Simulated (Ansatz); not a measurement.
## Worked example: correlation energy of N–CH$_{2}$, doublet

Geometry: a PBE0/def2-TZVP stationary point for this spin, not checked as a minimum.

```xyz
4

N     0.0000    0.0000    0.6600
C     0.0000    0.0000   -0.5768
H     0.0000   -0.9374   -1.1497
H     0.0000    0.9373   -1.1497
```

Basis cc-pVDZ; Ansatz 0.2.0. Correlated methods freeze the noble-gas cores, which leaves 11 electrons in 36 orbitals. R marks a restricted (for open shells ROHF) determinant, U an unrestricted one.

Full CI isn't at hand for all of this; UCCSDT(Q) serves as the reference, and is uncertain by about the last step of the cluster series.

Unrestricted rows (U) aren't spin-pure: their determinants' ⟨S²⟩ exceeds S(S+1) by up to 0.18, so they mix in states of higher spin.

Runs differ by some tens of microhartree through their thresholds and, for an open shell, their frozen cores, so steps under 0.03 kcal/mol mean nothing.

```json
{"level": "UHF", "total energy (hartree)": "-93.440309"}
{"level": "UMP2", "total energy (hartree)": "-93.687003"}
{"level": "UCCSD", "total energy (hartree)": "-93.723575"}
{"level": "UCCSD(T)", "total energy (hartree)": "-93.732671"}
{"level": "UCCSDT", "total energy (hartree)": "-93.733843"}
{"level": "UCCSDT(Q)", "total energy (hartree)": "-93.734584"}
```

Question: What is the correlation energy at UCCSDT(Q), and what share of it do UMP2 and UCCSDT recover?

Answer: E(corr) = -93.734584 − (-93.440309) = -0.294275 hartree = -8.008 eV. UMP2: -0.246694 / -0.294275 = 83.83 %. UCCSDT: -0.293534 / -0.294275 = 99.75 %.

Question: By how many kcal/mol does UCCSD(T) miss UCCSDT(Q) (1 hartree = 627.509 kcal/mol), and which steps make up the rest?

Answer: -93.732671 − (-93.734584) = 0.001913 hartree = 1.20 kcal/mol. Steps: UCCSDT − UCCSD(T) = -0.74, UCCSDT(Q) − UCCSDT = -0.46 kcal/mol. Differences between like states or geometries often cancel part of this.
